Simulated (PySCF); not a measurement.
Gas-phase reaction: 2 B + 2 C5H8 (cyclic) = B2H6 + 5 C2H2 (acetylene)

Energies from PySCF, thermal terms from the rigid-rotor harmonic-oscillator model, ideal gas at 1 bar. † marks an energy on the PBE0/def2-TZVP geometry and frequencies; other levels use their own. Open shells (unrestricted): B (multiplicity 2); the rest are closed-shell singlets. Spin-orbit splitting is ignored; it lowers the true energy and changes the entropy of B.

ωB97M-V/def2-TZVP† gives ΔH°(298 K) = -8 kJ.

Task: What do M06-2X/def2-TZVP†, PBE0/def2-TZVP, r2SCAN/def2-TZVP† give?

Result: M06-2X/def2-TZVP†: -43 kJ; PBE0/def2-TZVP: 67 kJ; r2SCAN/def2-TZVP†: 12 kJ. For scale, ΔH°(298 K) is -8 kJ at this level, 61 kJ at ωB97X-V/def2-TZVP†, and runs from -377 to 183 kJ over the 18 levels computed.
